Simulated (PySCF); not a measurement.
**One elementary step**

Start structure (SiH5ClO, singlet), relaxed at PBE0-D4/def2-TZVP:

Si1  (-0.760, -0.828, -0.274)
O2  (0.230, 0.121, 0.666)
H3  (-0.695, -2.244, 0.170)
H4  (-0.241, -0.683, -1.650)
H5  (-2.169, -0.363, -0.190)
H6  (1.340, 1.448, 0.048)
Cl7  (2.102, 2.403, -0.396)
H8  (0.066, 0.151, 1.610)
(Å)

The step: SiH₄O ([OH][SiH3]) + HCl → SiH₃Cl ([SiH3][Cl]) + H₂O; bonds formed: Si1–Cl7, O2–H6; bonds broken: Si1–O2, H6–Cl7. Computed with PySCF 2.14 with density fitting (its default auxiliary sets; JK sets also for MP2 and CCSD(T)) (basis: def2-TZVPP and def2-QZVPP); correlated methods freeze the cores. Extrapolation: Hartree–Fock as exp(−7.88 √X), correlation as X^−2.97. Energies below are by CCSD(T) at an estimated basis limit (MP2 extrapolated from triple and quadruple zeta, plus CCSD(T) − MP2 in triple zeta).

Task: What are the electronic barrier and the energy of the step, from the start structure to the end structure? (An estimate is asked for; the value comes from the calculation.)

Result: The calculation gives: Barrier 22.18 kcal/mol; step energy -0.70 kcal/mol (downhill); reverse barrier, their difference, 22.88 kcal/mol. Barrier and step energy count from the start structure, the reverse barrier from the end structure.

The saddle point: One imaginary mode of 150i cm⁻¹.
| pair | start (Å) | saddle (Å) | end (Å) |
| --- | --- | --- | --- |
| Si1–Cl7 | 4.32 | 2.44 | 2.07 |
| O2–H6 | 1.84 | 1.01 | 0.96 |
| Si1–O2 | 1.66 | 1.86 | 3.17 |
| H6–Cl7 | 1.30 | 1.92 | 2.68 |

Zero-point energy (harmonic, PBE0-D4): ZPE is 29.82 kcal/mol at the start and 31.88 kcal/mol at the saddle, so the barrier goes from 22.18 to 24.24 kcal/mol.

The T1 diagnostic stays at or below 0.011.

Hydrogen chloride, the by-product of chloride precursors, can attack films and sites by steps of this kind.

Labels in which every atom is bracketed show which atoms are joined, not bond orders.

For scale, one of the runs: CCSD(T)/def2-TZVPP, 185 basis functions, launched by `OMP_NUM_THREADS=4 python run.py`. Time: 100 s of wall clock on 4 CPU threads of an AMD EPYC 9R45; the host was shared. Peak host memory: 1.9 GiB.
